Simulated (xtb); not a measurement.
Input file for xtb: GFN2-xTB on N2O (SMILES N#[N+][O-]).

```
$ xtb mol.xyz --gfn 2 --sp --chrg 0 --uhf 0
3

N      0.00000000     0.00000000     0.00000000
N      1.12056262     0.00000000     0.00000000
O      2.30761092     0.00000000     0.00000000
```

It printed:

```
[...]
           -------------------------------------------------
          |                Calculation Setup                |
           -------------------------------------------------



           -------------------------------------------------
          |                 G F N 2 - x T B                 |
           -------------------------------------------------

        Reference                      10.1021/acs.jctc.8b01176
      * Hamiltonian:
        H0-scaling (s, p, d)           1.850000    2.230000    2.230000
        zeta-weighting                 0.500000
      * Dispersion:
        s8                             2.700000
        a1                             0.520000
        a2                             5.000000
        s9                             5.000000
      * Repulsion:
        kExp                           1.500000    1.000000
        rExp                           1.000000
      * Coulomb:
        alpha                          2.000000
        third order                    shell-resolved
        anisotropic                    true
        a3                             3.000000
        a5                             4.000000
        cn-shift                       1.200000
        cn-exp                         4.000000
        max-rad                        5.000000


          ...................................................
          :                      SETUP                      :
          :.................................................:
          :  # basis functions                  12          :
          :  # atomic orbitals                  12          :
          :  # shells                            6          :
          :  # electrons                        16          :
          :  max. iterations                   250          :
          :  Hamiltonian                  GFN2-xTB          :
          :  restarted?                      false          :
          :  GBSA solvation                  false          :
          :  PC potential                    false          :
          :  electronic temp.          300.0000000     K    :
          :  accuracy                    1.0000000          :
          :  -> integral cutoff          0.2500000E+02      :
          :  -> integral neglect         0.1000000E-07      :
          :  -> SCF convergence          0.1000000E-05 Eh   :
          :  -> wf. convergence          0.1000000E-03 e    :
          :  Broyden damping             0.4000000          :
          :  net charge                          0          :
          :  unpaired electrons                  0          :
          ...................................................

 iter      E             dE          RMSdq      gap      omega  full diag
   1     -9.8655379 -0.986554E+01  0.932E+00    7.27       0.0  T
   2     -9.9359000 -0.703621E-01  0.339E+00    5.98       1.0  T
   3     -9.9361250 -0.225021E-03  0.141E+00    5.80       1.0  T
   4     -9.9344091  0.171598E-02  0.128E+00    5.84       1.0  T
   5     -9.9369112 -0.250215E-02  0.245E-01    5.79       1.0  T
   6     -9.9369651 -0.538752E-04  0.651E-02    5.77       1.0  T
   7     -9.9369742 -0.915820E-05  0.112E-02    5.78       5.1  T
   8     -9.9369745 -0.263270E-06  0.380E-03    5.78      15.2  T
   9     -9.9369745 -0.248822E-07  0.595E-04    5.78      97.0  T
  10     -9.9369745 -0.336014E-09  0.220E-04    5.78     261.8  T

   *** convergence criteria satisfied after 10 iterations ***

         #    Occupation            Energy/Eh            Energy/eV
      -------------------------------------------------------------
         1        2.0000           -0.7991472             -21.7459
         2        2.0000           -0.7436319             -20.2353
         3        2.0000           -0.6567412             -17.8708
         4        2.0000           -0.6567412             -17.8708
         5        2.0000           -0.6370612             -17.3353
         6        2.0000           -0.5206308             -14.1671
         7        2.0000           -0.4916506             -13.3785
         8        2.0000           -0.4916506             -13.3785 (HOMO)
         9                         -0.2794105              -7.6031 (LUMO)
        10                         -0.2794105              -7.6031
        11                          0.0823114               2.2398
        12                          1.0115599              27.5259
      -------------------------------------------------------------
                  HL-Gap            0.2122401 Eh            5.7753 eV
             Fermi-level           -0.3855305 Eh          -10.4908 eV

 SCC (total)                   0 d,  0 h,  0 min,  0.003 sec
 SCC setup                      ...        0 min,  0.000 sec (  3.264%)
 Dispersion                     ...        0 min,  0.000 sec (  0.721%)
 classical contributions        ...        0 min,  0.000 sec (  0.543%)
 integral evaluation            ...        0 min,  0.000 sec ( 11.982%)
 iterations                     ...        0 min,  0.002 sec ( 57.148%)
 molecular gradient             ...        0 min,  0.001 sec ( 20.091%)
 printout                       ...        0 min,  0.000 sec (  5.699%)

         :::::::::::::::::::::::::::::::::::::::::::::::::::::
         ::                     SUMMARY                     ::
         :::::::::::::::::::::::::::::::::::::::::::::::::::::
         :: total energy              -9.842138267433 Eh    ::
         :: gradient norm              0.076689367804 Eh/a0 ::
         :: HOMO-LUMO gap              5.775346503132 eV    ::
         ::.................................................::
         :: SCC energy                -9.936974535515 Eh    ::
         :: -> isotropic ES            0.020403441515 Eh    ::
         :: -> anisotropic ES          0.005270488197 Eh    ::
         :: -> anisotropic XC          0.014354402443 Eh    ::
         :: -> dispersion             -0.000712790504 Eh    ::
         :: repulsion energy           0.094836268082 Eh    ::
         :: add. restraining           0.000000000000 Eh    ::
         :: total charge               0.000000000000 e     ::
         :::::::::::::::::::::::::::::::::::::::::::::::::::::

           -------------------------------------------------
          |                Property Printout                |
           -------------------------------------------------

    * Orbital Energies and Occupations

         #    Occupation            Energy/Eh            Energy/eV
      -------------------------------------------------------------
         1        2.0000           -0.7991472             -21.7459
         2        2.0000           -0.7436319             -20.2353
         3        2.0000           -0.6567412             -17.8708
         4        2.0000           -0.6567412             -17.8708
         5        2.0000           -0.6370612             -17.3353
         6        2.0000           -0.5206308             -14.1671
         7        2.0000           -0.4916506             -13.3785
         8        2.0000           -0.4916506             -13.3785 (HOMO)
         9                         -0.2794105              -7.6031 (LUMO)
        10                         -0.2794105              -7.6031
        11                          0.0823114               2.2398
        12                          1.0115599              27.5259
      -------------------------------------------------------------
                  HL-Gap            0.2122401 Eh            5.7753 eV
             Fermi-level           -0.3855305 Eh          -10.4908 eV

     #   Z          covCN         q      C6AA      α(0)
     1   7 N        0.982    -0.192    24.785     7.162
     2   7 N        1.904     0.471    14.813     5.706
     3   8 O        0.924    -0.279    19.373     5.903
Note: The following floating-point exceptions are signalling: IEEE_DENORMAL
normal termination of xtb

 Mol. C6AA /au·bohr⁶  :        174.741341
 Mol. C8AA /au·bohr⁸  :       3744.066944
 Mol. α(0) /au        :         18.770602


Wiberg/Mayer (AO) data.
largest (>0.10) Wiberg bond orders for each atom

 ---------------------------------------------------------------------------
     #   Z sym  total        # sym  WBO       # sym  WBO       # sym  WBO
 ---------------------------------------------------------------------------
     1   7 N    2.969 --     2 N    2.318     3 O    0.651
     2   7 N    3.880 --     1 N    2.318     3 O    1.562
     3   8 O    2.213 --     2 N    1.562     1 N    0.651
 ---------------------------------------------------------------------------

Topologies differ in total number of bonds
Writing topology from bond orders to xtbtopo.mol

molecular dipole:
                 x           y           z       tot (Debye)
 q only:       -0.218       0.000       0.000
   full:       -0.009       0.000       0.000       0.023
molecular quadrupole (traceless):
                xx          xy          yy          xz          yz          zz
 q only:       -3.187       0.000       1.593       0.000       0.000       1.593
  q+dip:       -3.672      -0.000       1.836       0.000       0.000       1.836
   full:       -4.619      -0.000       2.310       0.000      -0.000       2.310


           -------------------------------------------------
          | TOTAL ENERGY               -9.842138267433 Eh   |
          | GRADIENT NORM               0.076689367804 Eh/α |
          | HOMO-LUMO GAP               5.775346503132 eV   |
           -------------------------------------------------

------------------------------------------------------------------------
------------------------------------------------------------------------
 total:
 SCF:
```

The run finished.

Cost: roughly 0.04 core-seconds.
